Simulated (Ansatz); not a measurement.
Predict the output of the script below (Ansatz 0.2.0, Python API).

`energy_c5h9n.py`:
```python
import argparse
import warnings

import ansatz as az
import numpy as np

parser = argparse.ArgumentParser(description="Single point of C5H9N in a Gaussian basis.")
parser.add_argument("--basis-set", required=True, help="Gaussian basis set")
parser.add_argument("--functional", default="r2scan", help="exchange-correlation functional")
args = parser.parse_args()


def main() -> None:
    warnings.simplefilter("ignore", az.DeckWarning)

    geometry_ang = [
        ("C", (2.3794, -0.5503, -0.4927)),
        ("N", (1.4655, 0.2008, -1.0099)),
        ("C", (0.2989, 0.2604, -0.2855)),
        ("C", (0.2745, 1.2568, 0.844)),
        ("C", (-0.7518, -0.486, -0.67)),
        ("C", (-2.1031, -0.5637, -0.0395)),
        ("H", (2.255, -1.1115, 0.4507)),
        ("H", (3.3484, -0.656, -1.0057)),
        ("H", (-0.7381, 1.5552, 1.1271)),
        ("H", (0.801, 2.1727, 0.5528)),
        ("H", (0.7728, 0.8418, 1.7258)),
        ("H", (-0.6214, -1.1229, -1.5439)),
        ("H", (-2.3654, -1.6127, 0.1321)),
        ("H", (-2.8524, -0.1313, -0.7094)),
        ("H", (-2.1634, -0.0532, 0.9241)),
    ]
    c5h9n = az.Crystal.molecule()
    for symbol, xyz in geometry_ang:
        c5h9n = c5h9n.atom(symbol, xyz)

    calc = c5h9n.calculation()
    calc = calc.basis(gaussian=args.basis_set)
    calc = calc.functional(args.functional).forces()
    trace = []
    result = calc.session().plan().execute(on_event=trace.append)
    summary = result.report
    for event in trace:
        if event["event"] == "mean_field_evaluation" and event["data"]["evaluation"] <= 25:
            print("pass {evaluation:3d}  E = {energy_ev:.6f} eV  gradient {gradient_ev:.1e}".format(**event["data"]))

    print(f"E = {summary['free_energy_ev']:.6f} eV = {summary['free_energy_ev'] / 27.211386246:.7f} Ha")
    print("converged:", summary["converged"], " doubts:", summary["published_state_doubts"] or "none")

    state = summary["mean_field"]["state"]
    print(f"mean field: {state['energy']['hartree']:.7f} Ha, <S^2> = {abs(state['spin_squared']):.4f}, stability: {state.get('stability', {}).get('kind')}")

    symbols = [site.symbol for site in c5h9n.cartesian_sites]
    forces = np.array(summary["forces_ev_ang"])
    print("largest force", round(float(np.linalg.norm(forces, axis=1).max()), 4), "eV/A, rms", round(float(np.sqrt((forces ** 2).mean())), 4))

    charges = summary["charge_distribution"]
    dipole = np.array(charges["dipole_moment_e_ang"]) * 4.803205
    print("dipole (D): {:.3f} {:.3f} {:.3f}, length {:.3f}".format(*dipole, np.linalg.norm(dipole)))
    print("atom  Mulliken   Lowdin")
    for symbol, m, l in zip(symbols, charges["mulliken_charges_e"], charges["lowdin_charges_e"]):
        print(f"{symbol:4s} {m:9.3f} {l:8.3f}")


if __name__ == "__main__":
    main()
```

Running `python energy_c5h9n.py --basis-set def2-SVP` prints:
```text
pass   1  E = -6800.549092 eV  gradient 6.4e+01
pass   2  E = -6792.109382 eV  gradient 8.4e+01
pass   3  E = -6809.695502 eV  gradient 2.5e+01
pass   4  E = -6811.175314 eV  gradient 6.3e+00
pass   5  E = -6811.224667 eV  gradient 3.8e+00
pass   6  E = -6811.259682 eV  gradient 1.1e+00
pass   7  E = -6811.262100 eV  gradient 3.5e-01
pass   8  E = -6811.267992 eV  gradient 3.6e-01
pass   9  E = -6811.268270 eV  gradient 5.9e-02
pass  10  E = -6811.184706 eV  gradient 4.0e-01
pass  11  E = -6811.185029 eV  gradient 5.7e-02
pass  12  E = -6811.185035 eV  gradient 3.1e-02
pass  13  E = -6811.185037 eV  gradient 6.8e-03
pass  14  E = -6811.185037 eV  gradient 1.1e-03
pass  15  E = -6811.185035 eV  gradient 3.3e-03
pass  16  E = -6811.185035 eV  gradient 2.7e-04
pass  17  E = -6811.185035 eV  gradient 1.3e-04
pass  18  E = -6811.185035 eV  gradient 5.7e-05
pass  19  E = -6811.185035 eV  gradient 5.7e-05
E = -6811.185046 eV = -250.3064336 Ha
converged: True  doubts: none
mean field: -250.3064336 Ha, <S^2> = 0.0000, stability: minimum
largest force 2.7322 eV/A, rms 0.5604
dipole (D): 0.383 -0.582 1.527, length 1.679
atom  Mulliken   Lowdin
C        0.028    0.050
N       -0.174    0.118
C       -0.129   -0.204
C        0.051    0.062
C       -0.143   -0.091
C        0.014    0.039
H        0.044   -0.015
H        0.062   -0.014
H        0.039    0.006
H        0.047    0.013
H        0.043    0.012
H        0.006    0.009
H        0.039    0.008
H        0.045    0.010
H        0.026   -0.002
```

Notes:
- Total energies depend on the basis set; only differences at equal settings carry meaning.
- The geometry is a force-field or estimated start, not a minimum of this method, and the basis set is short of its limit.
- The Löwdin charges here are taken after orthogonalising the functions within each atom; they differ from plain Löwdin charges, and their signs can be unphysical.
- Early passes use coarser integrals and grids, so their energies can't be compared with the last.
- Run time: 9.6 s on 1 thread of Arm Neoverse V1 (shared host), peak memory 0.26 GiB.
